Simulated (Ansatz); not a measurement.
# Other spins and charges of Al–C–OH, triplet at one geometry

Geometry (PBE0/def2-TZVP stationary point for this spin, not checked as a minimum):

```xyz
4

Al    0.0000   -0.1626    2.2201
C     0.0000   -0.0757    0.2890
O     0.0000   -0.2918   -0.9987
H     0.0000    0.5301   -1.5104
```

Basis cc-pVDZ; Ansatz 0.2.0. Correlated methods freeze the noble-gas cores. Prefix R: restricted or restricted open-shell reference; prefix U: unrestricted.

Gaps are energies of the second state less the first, at fixed atoms, for a selection of the levels run; each method lands on the state that its own search finds for that charge and spin.

Unrestricted rows (U, and Kohn–Sham where it breaks symmetry) aren't spin-pure: their determinants' ⟨S²⟩ exceeds S(S+1) by up to 0.43, so they mix in states of higher spin. For open shells CISD is restricted-active-space CI with the open shells as a complete middle space. A value is left out where its run failed or describes another state than the reference as far as symmetry and spin tell, or, spin-broken singlets apart, can't be checked.

Q: PBE gives 2.891 eV for quintet less triplet. Estimate what UCCSDT(Q) gives in cc-pVDZ.

A: UCCSDT(Q) in cc-pVDZ gives 2.888 eV, so against it PBE is off by 0.003 eV, of which a good part can be the reference's own basis and frozen-core error.

| level | gap (eV) | error (meV) |
| --- | --- | --- |
| RHF | 2.032 | -856 |
| UHF | 2.044 | -844 |
| CISD | 2.562 | -326 |
| RCCSD | 2.846 | -42 |
| RCCSD(T) | 2.876 | -12 |
| UCCSDT | 2.884 | -4 |
| B3LYP | 3.090 | 202 |
| B2PLYP | 3.003 | 115 |
| RPA-PBE | 2.982 | 94 |

Removing an electron, to the doublet: 7.334 eV at UCCSDT(Q).

```csv
level,gap (eV),error (meV),⟨S²⟩ where 0.1 over S(S+1) (first / second)
UMP2,7.496,162,– / 1.18
RCCSD,7.367,33,– / –
UCCSD,7.381,47,– / 1.18
UCCSD(T),7.337,3,– / 1.18
BCCD(T),7.334,0,– / –
UCCSDT,7.339,5,– / 1.18
PBE0,7.824,490,– / 1.02
wB97M-V,7.564,230,– / –
B2PLYP,7.528,194,– / 0.88
RPA-PBE,7.547,213,– / 1.09
```

Removing an electron, to the quartet: 8.003 eV at UCCSDT(Q).

```
  level  gap (eV)  error (meV)
    RHF     7.288         -715
   RMP2     7.733         -270
  RCCSD     8.029           26
  UCCSD     8.028           25
BCCD(T)     8.013           10
 UCCSDT     8.009            6
 r2SCAN     7.925          -78
  B3LYP     8.269          266
wB97M-V     8.304          301
 B2PLYP     8.071           68
```

In so small a basis the reference is far from its limit while semilocal and hybrid functionals are nearer theirs (RPA and double hybrids share part of the reference's basis error), so the functionals' errors here hold much of the reference's basis and frozen-core error, which can add to them or hide them.

Full CI isn't at hand for all of this; UCCSDT(Q) serves as the reference, and is uncertain by the last step of the cluster series or more. The frozen core follows each run's orbitals, which can shift R against U totals by a few meV.
